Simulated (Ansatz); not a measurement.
System: H2O2 (charge +1, doublet). SMILES of the parent species: OO

Atoms: O1, O2, H3, H4. Bonds: O1-O2, O1-H3, O2-H4.

Bond lengths (Å) and angles (degrees) optimised at HF/STO-3G with Ansatz (a program for electronic structure); HF/3-21G with Ansatz; HF/6-31G* with Ansatz; PBE/6-31G* with Ansatz; B3LYP/LANL2DZ with Ansatz; B3LYP/6-31G* with Ansatz, each started from the B3LYP-D3(BJ)/def2-TZVP structure (Ansatz) of the last column. A row stands for all coordinates that are equal there. 6-31G* holds six Cartesian d functions. No wavenumbers were computed at HF/STO-3G, PBE/6-31G*, B3LYP/LANL2DZ, so these may be saddle points.

| coordinate | HF/STO-3G | HF/3-21G | HF/6-31G* | PBE/6-31G* | B3LYP/LANL2DZ | B3LYP/6-31G* | B3LYP-D3(BJ)/def2-TZVP |
|---|---|---|---|---|---|---|---|
| O1-O2 | 1.344 | 1.614 | 1.257 | 1.335 | 1.368 | 1.317 | 1.308 |
| O1-H3 | 1.019 to 1.036 | 0.997 to 1.019 | 0.978 | 1.013 | 1.015 | 1.003 | 0.998 |
| O2-O1-H3 | 102.8 to 106.0 | 100.3 to 102.3 | 106.4 | 103.0 | 105.6 | 104.0 | 104.6 |

A range marks coordinates that this level makes unequal.

Mean signed difference of all 3 bond lengths from B3LYP-D3(BJ)/def2-TZVP: HF/STO-3G 0.032 Å, HF/3-21G 0.109 Å, HF/6-31G* -0.031 Å, PBE/6-31G* 0.019 Å, B3LYP/LANL2DZ 0.031 Å, B3LYP/6-31G* 0.006 Å.
